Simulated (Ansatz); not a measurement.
Geometry optimisation, UKS revPBE-D4/cc-pVDZ in Ansatz.

Input:

```yaml
crystal:
  periodic: [false, false, false]
  atoms:
    - { symbol: Al, position_ang: [0.202825, 0.414469, -0.067631] }
    - { symbol: H, position_ang: [0.340518, 0.150641, 2.680097] }
    - { symbol: Cl, position_ang: [1.762176, -0.228954, -1.492471] }
    - { symbol: H, position_ang: [-1.287347, -0.043618, -0.513467] }
    - { symbol: F, position_ang: [-0.437972, -0.292538, 2.338471] }
magnetization:
  spin_polarized: true
  initial_magnetization: 1
basis:
  gaussian: { orbitals: cc-pVDZ }
hamiltonian:
  xc: revpbe
  dispersion: d4
relax:
  f_tol: 0.03
  max_steps: 50
```

Launched with:

```bash
$ ansatz run input.yaml --threads 1 --pin off --max-ram 2048MiB --backend cpu --events-out ev --progress --plain --runs-dir out
```

Problem. Where does it end, and by what steps?

Solution. It converged. After 22 steps the energy has fallen by 0.449 eV; Cl3 moved furthest, 1.40 Å.

```json
{"step": "0", "energy less start (eV)": "0.0000", "largest force component (eV/Å)": "0.694", "accepted": "yes"}
{"step": "1", "energy less start (eV)": "-0.0089", "largest force component (eV/Å)": "1.355", "accepted": "yes"}
{"step": "2", "energy less start (eV)": "-0.1001", "largest force component (eV/Å)": "1.329", "accepted": "yes"}
{"step": "3", "energy less start (eV)": "-0.1862", "largest force component (eV/Å)": "0.822", "accepted": "yes"}
{"step": "4", "energy less start (eV)": "-0.2156", "largest force component (eV/Å)": "0.275", "accepted": "yes"}
{"step": "5", "energy less start (eV)": "-0.2217", "largest force component (eV/Å)": "0.157", "accepted": "yes"}
{"step": "6", "energy less start (eV)": "-0.2256", "largest force component (eV/Å)": "0.153", "accepted": "yes"}
{"step": "7", "energy less start (eV)": "-0.2389", "largest force component (eV/Å)": "0.144", "accepted": "yes"}
{"step": "8", "energy less start (eV)": "-0.1618", "largest force component (eV/Å)": "2.028", "accepted": "no"}
{"step": "9", "energy less start (eV)": "-0.2475", "largest force component (eV/Å)": "0.128", "accepted": "yes"}
{"step": "10", "energy less start (eV)": "-0.2545", "largest force component (eV/Å)": "0.080", "accepted": "yes"}
{"step": "11", "energy less start (eV)": "-0.2626", "largest force component (eV/Å)": "0.395", "accepted": "yes"}
{"step": "12", "energy less start (eV)": "-0.2075", "largest force component (eV/Å)": "2.440", "accepted": "no"}
{"step": "13", "energy less start (eV)": "-0.2802", "largest force component (eV/Å)": "0.176", "accepted": "yes"}
{"step": "14", "energy less start (eV)": "-0.2983", "largest force component (eV/Å)": "0.500", "accepted": "yes"}
{"step": "15", "energy less start (eV)": "-0.3213", "largest force component (eV/Å)": "1.190", "accepted": "yes"}
{"step": "16", "energy less start (eV)": "-0.3598", "largest force component (eV/Å)": "1.446", "accepted": "yes"}
{"step": "17", "energy less start (eV)": "-0.4222", "largest force component (eV/Å)": "0.649", "accepted": "yes"}
{"step": "18", "energy less start (eV)": "-0.4435", "largest force component (eV/Å)": "0.172", "accepted": "yes"}
{"step": "19", "energy less start (eV)": "-0.4457", "largest force component (eV/Å)": "0.112", "accepted": "yes"}
{"step": "20", "energy less start (eV)": "-0.4482", "largest force component (eV/Å)": "0.053", "accepted": "yes"}
{"step": "21", "energy less start (eV)": "-0.4486", "largest force component (eV/Å)": "0.039", "accepted": "yes"}
{"step": "22", "energy less start (eV)": "-0.4487", "largest force component (eV/Å)": "0.012", "accepted": "yes"}
```

```xyz
5
Properties=species:S:1:pos:R:3
Al -0.276 0.771 -0.052
H 0.754 -0.328 1.682
Cl 1.705 -0.359 -0.096
H -1.505 -0.158 -0.570
F -0.098 0.074 1.980
```

Whether the end is a true minimum wasn't checked by a vibrational analysis.

Run time: 55 s on 1 thread of Arm Neoverse V2 (shared host), peak memory 0.14 GiB.
